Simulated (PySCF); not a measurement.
# NH₃: relaxation and vibrations of the singlet

The task is one start of a wider search on NH₃: the singlet, from a trigonal planar start. It is relaxed, tested by its Hessian and followed downhill if it is a saddle.

Method: PBE, basis N def2-TZVP, H def2-TZVP, no relativity, density fitting; program: PySCF 2.14.0.

**1. Starting geometry**

4 atoms, charge 0, spin multiplicity 1.

Bond lengths: N1–H2 1.030 Å, N1–H3 1.030 Å, N1–H4 1.030 Å. Angles: H2–N1–H3 120.0°, H2–N1–H4 120.0°, H3–N1–H4 120.0°.

```xyz
4
charge 0 multiplicity 1
N     0.0000    0.0000    0.0000
H     1.0300    0.0000    0.0000
H    -0.5150    0.8920    0.0000
H    -0.5150   -0.8920    0.0000
```

**2. First SCF at the start**

The steps below are one call of a driver around PySCF. For each, scf.py gives the equivalent set-up of the SCF; relaxations use the driver's own optimiser. After this first run the driver tries any further starts and a stability analysis.

File scf.py:

```python
from pyscf import gto, scf, dft
mol = gto.M(atom='''
N      0.000000     0.000000     0.000000
H      1.030000     0.000000     0.000000
H     -0.515000     0.892000     0.000000
H     -0.515000    -0.892000     0.000000''',
    basis={'N': 'def2-TZVP', 'H': 'def2-TZVP'},
    charge=0, spin=0)
mf = dft.RKS(mol, xc='PBE')
mf.grids.atom_grid = (50, 194)
aux = {'N': 'def2-universal-JKFIT', 'H': 'def2-universal-JKFIT'}
mf = mf.density_fit(auxbasis=aux)
mf.conv_tol = 1e-08
mf.diis_space = 10
mf.max_cycle = 60
mf.init_guess = 'minao'
mf.verbose = 4
mf.kernel()
```

Launch:

```console
$ OMP_NUM_THREADS=2 python axn.py task.json out
```

Log:

```text
init E= -56.3741019257446
  HOMO = -0.285074548244289  LUMO = -0.0153138957282515  gap/eV = 7.34056
cycle= 1 E= -56.4490745781291  delta_E= -0.075  |g|= 0.477  |ddm|= 1.11
  HOMO = -0.07002514192774  LUMO = 0.0387779762974603  gap/eV = 2.96068
cycle= 2 E= -56.32805737591  delta_E= 0.121  |g|= 0.88  |ddm|= 0.748
  HOMO = -0.188435539772982  LUMO = 0.0087653973043551  gap/eV = 5.36611
cycle= 3 E= -56.498526994977  delta_E= -0.17  |g|= 0.00783  |ddm|= 0.489
  HOMO = -0.186649958833197  LUMO = 0.00949507149306328  gap/eV = 5.33738
cycle= 4 E= -56.4985400076083  delta_E= -1.3e-05  |g|= 0.000974  |ddm|= 0.00684
  HOMO = -0.186909873864973  LUMO = 0.00928045825771662  gap/eV = 5.33861
cycle= 5 E= -56.4985402295265  delta_E= -2.22e-07  |g|= 5.26e-05  |ddm|= 0.000681
  HOMO = -0.18690988786885  LUMO = 0.00928198252710288  gap/eV = 5.33865
cycle= 6 E= -56.4985402301199  delta_E= -5.93e-10  |g|= 1.35e-06  |ddm|= 4.93e-05
  HOMO = -0.186909248286391  LUMO = 0.00928221170136467  gap/eV = 5.33864
Extra cycle  E= -56.4985402301194  delta_E= 5.4e-13  |g|= 2.21e-06  |ddm|= 1.75e-06
converged SCF energy = -56.4985402301194
```

This step, with its further starts and checks, ran for 1.2 s (2 threads of Arm Neoverse V2, shared host).

No lower closed-shell solution turned up in the test of internal stability.

**3. Relaxation: trigonal planar start, singlet**

The program finds D3h symmetry in the start, which this walk keeps. The walk stops when the largest gradient is under 0.0003 Eh/bohr and the energy has settled too.

scf.py: that of step 2 with these lines changed.

```diff
@@ -4,3 +4,3 @@
-H      1.030000     0.000000     0.000000
-H     -0.515000     0.892000     0.000000
-H     -0.515000    -0.892000     0.000000''',
+H      1.029996    -0.000000     0.000000
+H     -0.514998     0.892003     0.000000
+H     -0.514998    -0.892003     0.000000''',
@@ -16 +15,0 @@
-mf.init_guess = 'minao'
```

Energy and gradient, step by step:

```csv
step,energy (Eh),change (kJ/mol),largest symmetric gradient (Eh/bohr)
0,-56.498540,0.00,0.02181
1,-56.500179,-4.30,0.00209
2,-56.500192,-4.34,0.00018
3,-56.500193,-4.34,0.00000
```

The walk took 1.3 s.

Positions (Å) and forces (eV/Å) along the way:

```
step 0
N    0.000   0.000   0.000  -0.001   0.000   0.000
H    1.030   0.000   0.000  -1.122   0.000   0.000
H   -0.515   0.892   0.000   0.561  -0.971   0.000
H   -0.515  -0.892   0.000   0.561   0.971   0.000
step 1
N    0.000   0.000   0.000  -0.001   0.000   0.000
H    1.002   0.000   0.000   0.107   0.000   0.000
H   -0.501   0.868   0.000  -0.053   0.093   0.000
H   -0.501  -0.868   0.000  -0.053  -0.093   0.000
step 2
N    0.000   0.000   0.000  -0.001   0.000   0.000
H    1.004   0.000   0.000  -0.009   0.000   0.000
H   -0.502   0.870   0.000   0.005  -0.008   0.000
H   -0.502  -0.870   0.000   0.005   0.008   0.000
step 3
N    0.000   0.000   0.000  -0.001   0.000   0.000
H    1.004   0.000   0.000   0.000   0.000   0.000
H   -0.502   0.869   0.000   0.000   0.000   0.000
H   -0.502  -0.869   0.000   0.000   0.000   0.000
```

After 3 steps and 4.3 kJ/mol it ends at D3h: N–H 1.004 Å (×3); H–N–H 120.0° (×3).

**4. Hessian and properties**

The point is checked on the finer grid, and tightened if its gradient asks for it. The Hessian and the dipole derivatives come from central differences of analytic gradients, with steps of 0.02 bohr.

scf.py: that of step 3 with these lines changed.

```diff
@@ -3,4 +3,4 @@
-N      0.000000     0.000000     0.000000
-H      1.029996    -0.000000     0.000000
-H     -0.514998     0.892003     0.000000
-H     -0.514998    -0.892003     0.000000''',
+N     -0.000000     0.000000     0.000000
+H      1.003998     0.000000     0.000000
+H     -0.501999     0.869487     0.000000
+H     -0.501999    -0.869487     0.000000''',
@@ -10 +10 @@
-mf.grids.atom_grid = (50, 194)
+mf.grids.atom_grid = (75, 302)
@@ -13 +13 @@
-mf.conv_tol = 1e-08
+mf.conv_tol = 1e-10
```

The driver hands on the density of the step before, so the log starts near convergence.

Log of the central SCF (cycles and frontier levels):

```text
init E= -56.5001906894911
  HOMO = -0.18878299827891  LUMO = 0.0149967774163535  gap/eV = 5.54513
cycle= 1 E= -56.5001906894282  delta_E= 6.29e-11  |g|= 2.15e-05  |ddm|= 1.65e-05
  HOMO = -0.188791400023685  LUMO = 0.0149948619164455  gap/eV = 5.54531
cycle= 2 E= -56.5001906892277  delta_E= 2.01e-10  |g|= 3.84e-05  |ddm|= 2.95e-05
  HOMO = -0.188786013318278  LUMO = 0.0149960887945255  gap/eV = 5.54519
cycle= 3 E= -56.5001906895199  delta_E= -2.92e-10  |g|= 2.02e-07  |ddm|= 1.89e-05
  HOMO = -0.188786014504508  LUMO = 0.0149960886662832  gap/eV = 5.54519
cycle= 4 E= -56.5001906895199  delta_E= -8.53e-14  |g|= 8.57e-10  |ddm|= 1.33e-07
  HOMO = -0.188786014192615  LUMO = 0.0149960888056562  gap/eV = 5.54519
Extra cycle  E= -56.50019068952  delta_E= -5.68e-14  |g|= 1.04e-09  |ddm|= 1.23e-09
converged SCF energy = -56.50019068952
```

The whole step took 4.7 s.

Geometry: D3h; N–H 1.004 Å (×3); H–N–H 120.0° (×3).

Modes, for the most abundant isotopes:

```csv
symmetry,ω (cm⁻¹),IR (km/mol),μ (u),type
a2'',796i,432,1.21,bend
e',1526,80.2,1.09,bend
a1',3556,0.0,1.01,stretch
e',3755,78.6,1.10,stretch
```

1 mode is imaginary, the largest at 796i cm⁻¹: a saddle point, not a minimum.

Constants and moments:

* Dipole moment: 0.00 D
* Highest occupied level: -5.14 eV
* Lowest empty level: 0.41 eV
* Rotational constants: 11.06, 11.06, 5.531 cm⁻¹
* Zero-point energy (real modes): 84.4 kJ/mol
* Principal polarisabilities: 9.5, 10.4, 10.4 bohr³
* Atomisation energy without zero-point energy: 1232 kJ/mol
* Principal traceless quadrupole moments about the centre of mass: -4.12, 2.06, 2.06 D Å

Populations by atom (charges in e):

| atom | Mulliken | Löwdin | polar tensor | Mayer order to N1 |
| --- | --- | --- | --- | --- |
| N1 | -0.72 | -0.39 | -0.65 | – |
| H2,3,4 | 0.24 | 0.13 | 0.22 | 0.94 |

Mulliken populations on N1: s 3.46, p 4.25, d 0.01, f 0.00.

**5. Leaving the saddle point**

The atoms are moved a little along the softest imaginary mode and relaxed again.

The program finds C3v symmetry in the start, which this walk keeps. The walk stops when the largest gradient is under 0.0003 Eh/bohr and the energy has settled too.

scf.py: that of step 4 with these lines changed.

```diff
@@ -3,4 +3,4 @@
-N     -0.000000     0.000000     0.000000
-H      1.003998     0.000000     0.000000
-H     -0.501999     0.869487     0.000000
-H     -0.501999    -0.869487     0.000000''',
+N      0.000000    -0.000000    -0.025910
+H      1.003998    -0.000000     0.120000
+H     -0.501999     0.869487     0.120000
+H     -0.501999    -0.869487     0.120000''',
@@ -10 +10 @@
-mf.grids.atom_grid = (75, 302)
+mf.grids.atom_grid = (50, 194)
@@ -13 +13 @@
-mf.conv_tol = 1e-10
+mf.conv_tol = 1e-08
```

Steps of the walk:

```csv
step,energy (Eh),change (kJ/mol),largest symmetric gradient (Eh/bohr)
0,-56.502110,0.00,0.01141
1,-56.507625,-14.48,0.01055
2,-56.508078,-15.67,0.00150
3,-56.508098,-15.72,0.00060
4,-56.508100,-15.73,0.00004
```

The walk took 2.1 s.

End point (C3v, 4 steps, 15.7 kJ/mol gained): N–H 1.022 Å (×3); H–N–H 106.3° (×3).

**6. Frequencies**

The same treatment as at the point before.

scf.py: that of step 5 with these lines changed.

```diff
@@ -3,4 +3,4 @@
-N      0.000000    -0.000000    -0.025910
-H      1.003998    -0.000000     0.120000
-H     -0.501999     0.869487     0.120000
-H     -0.501999    -0.869487     0.120000''',
+N      0.000000    -0.000000    -0.069348
+H      0.944815    -0.000000     0.321181
+H     -0.472407     0.818233     0.321181
+H     -0.472407    -0.818233     0.321181''',
@@ -10 +10 @@
-mf.grids.atom_grid = (50, 194)
+mf.grids.atom_grid = (75, 302)
@@ -13 +13 @@
-mf.conv_tol = 1e-08
+mf.conv_tol = 1e-10
```

Log of the central SCF (cycles and frontier levels):

```text
init E= -56.5081050876015
  HOMO = -0.220183434215279  LUMO = 0.00729094046597822  gap/eV = 6.18989
cycle= 1 E= -56.5081050876017  delta_E= -2.42e-13  |g|= 1.79e-07  |ddm|= 1.9e-07
  HOMO = -0.220183368227286  LUMO = 0.00729095962777748  gap/eV = 6.18989
Extra cycle  E= -56.5081050876015  delta_E= 2.13e-13  |g|= 3.21e-07  |ddm|= 2.8e-07
converged SCF energy = -56.5081050876015
```

The whole step ran for 5.3 s (2 threads of Arm Neoverse V2, shared host).

Geometry: C3v; N–H 1.022 Å (×3); H–N–H 106.3° (×3).

Modes, for the most abundant isotopes:

| symmetry | ω (cm⁻¹) | IR (km/mol) | μ (u) | type |
| --- | --- | --- | --- | --- |
| a1 | 1022 | 154 | 1.18 | bend |
| e | 1626 | 39.4 | 1.07 | bend |
| a1 | 3381 | 2.3 | 1.03 | stretch |
| e | 3506 | 1.1 | 1.09 | stretch |

All wavenumbers are real: a minimum.

Constants and moments:

- Dipole moment: 1.70 D
- Highest occupied level: -5.99 eV
- Lowest empty level: 0.20 eV
- Rotational constants: 9.751, 9.751, 6.246 cm⁻¹
- Zero-point energy: 87.7 kJ/mol
- Principal polarisabilities: 10.1, 11.3, 11.3 bohr³
- Atomisation energy without zero-point energy: 1252 kJ/mol
- Principal traceless quadrupole moments about the centre of mass: -2.82, 1.41, 1.41 D Å
- Entropy at 298.15 K and 1 bar: 192.7 J/(mol K)
- Heat capacity Cp at 298.15 K: 35.1 J/(mol K)
- Enthalpy at 298.15 K above 0 K: 10.02 kJ/mol
- Rotational symmetry number: 3

Charges (e) and bond orders:

```
  atom  Mulliken  Löwdin  polar tensor  Mayer order to N1
    N1     -0.68   -0.40         -0.42                  –
H2,3,4      0.23    0.13          0.14               0.94
```

Mulliken populations on N1: s 3.59, p 4.07, d 0.02, f 0.00.

**7. The points found, side by side**

| spin | group | bonds | imaginary modes (cm⁻¹) | ΔE (kJ/mol) | with zero-point energy |
| --- | --- | --- | --- | --- | --- |
| singlet | C3v | N–H 1.022 Å (×3) | none | 0.0 | 0.0 |
| singlet | D3h | N–H 1.004 Å (×3) | 796i | 20.8 | – |

**8. Summary of results**

```
                                 quantity                                     value
                                  minimum                              singlet, C3v
                                 geometry       N–H 1.022 Å (×3); H–N–H 106.3° (×3)
                       wavenumbers (cm⁻¹)  1022 (a1), 1626 (e), 3381 (a1), 3506 (e)
                            dipole moment                                    1.70 D
     highest occupied, lowest empty level                            -5.99, 0.20 eV
                polar-tensor charge of N1                                   -0.42 e
                        zero-point energy                               87.7 kJ/mol
                      entropy at 298.15 K                           192.7 J/(mol K)
atomisation energy (no zero-point energy)                               1252 kJ/mol
```

What this shows: From D3h at the start the molecule goes to a C3v minimum, after a stop at a saddle point 20.8 kJ/mol higher, from which it was pushed off along an imaginary mode. The strongest infrared band lies at 1022 cm⁻¹ (a1, bend). Other starts or spin states, not run here, may lie lower.

The search up to here took 15 s.
